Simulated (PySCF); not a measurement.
Compound: C3H5S (charge -1).
Atom-mapped SMILES: `[CH2:1]=[CH:2][CH2:3][S-:4]` (hydrogens: H5, H6 on C1; H7 on C2; H8, H9 on C3)

Computed, not measured: PySCF 2.14.0, PBE0-D3(BJ)/def2-SVP geometry optimisation, gas phase.

(1) List the bond lengths, angles and torsions at this level.

Answers

(1) 
| bond | length (Å) |
| --- | --- |
| C1=C2 | 1.343 |
| C2–C3 | 1.491 |
| C3–S4 | 1.821 |
| C1–H5 | 1.097 |
| C1–H6 | 1.096 |
| C2–H7 | 1.099 |
| C3–H8, C3–H9 | 1.112 |

Bonds in one row agree within 0.01 Å and their mean is given. A selection of angles:
| angle | degrees |
| --- | --- |
| C2–C1–H5 | 121.0 |
| C2–C1–H6 | 122.0 |
| H5–C1–H6 | 116.9 |
| C1–C2–C3 | 127.2 |
| C1–C2–H7 | 119.2 |
| C3–C2–H7 | 113.4 |
| C2–C3–S4 | 108.6 |
| C2–C3–H8 | 108.6 |
| S4–C3–H8 | 111.7 |
| S4–C3–H9 | 113.2 |
| H8–C3–H9 | 105.8 |

Torsions: C1–C2–C3–S4 -119° (anticlinal). The mirror-image conformer, all signs reversed, is as good.

C1 (terminal =CH2 carbon) is planar (angles 122.0°, 121.0° and 116.9°, sum 359.9°, 0.02 Å off the plane of its three neighbours). Of the pairs four or more bonds apart, H5···H9 is among the closest relative to their van der Waals radii: 2.49 Å, 104 % of the sum of Bondi's values. The C–C distances run from 1.343 Å (C1=C2, drawn double) to 1.491 Å (C2–C3, drawn single), a spread of 0.148 Å. C2 (alkene CH carbon) is planar (angles 127.2°, 119.2° and 113.4°, sum 359.9°, 0.02 Å off the plane of its three neighbours).

Point group: C1 (no symmetry element, even within 0.4 Å). PBE0-D3(BJ)/def2-SVP frequencies: not computed here. The geometry's basis has no diffuse functions, a weakness for an anion.

On one thread, x86-64 server, shared host, this took 23 s of wall time. These figures are those of the optimisation.
